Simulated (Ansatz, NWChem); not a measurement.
# Worked example: vertical ionisation energy of CH3N (methanimine)

CH3N has 5 atoms, charge 0, and is taken as a singlet. As SMILES, `C=N`. The shape is that of a PBE0-D4/def2-TZVP optimisation.

Both states at this one shape; open shells run unrestricted unless said. 1 Eh = 27.2114 eV.

| level | program | singlet CH3N (Eh) | doublet CH3N+ (Eh) |
| --- | --- | --- | --- |
| r2SCAN/STO-3G | Ansatz | -93.351788 | -93.020009 |
| TPSS/cc-pVTZ | NWChem | -94.680106 | -94.297532 |

**Question.** Work out the vertical ionisation energy at each level.

**Answer.** 
1. r2SCAN/STO-3G: -93.020009 − (-93.351788) = 0.331779 Eh = 9.03 eV.
2. TPSS/cc-pVTZ: -94.297532 − (-94.680106) = 0.382574 Eh = 10.41 eV.

No measured value is set beside it here; the levels span 9.03 to 10.41 eV. Minimal sets are far from the basis-set limit.
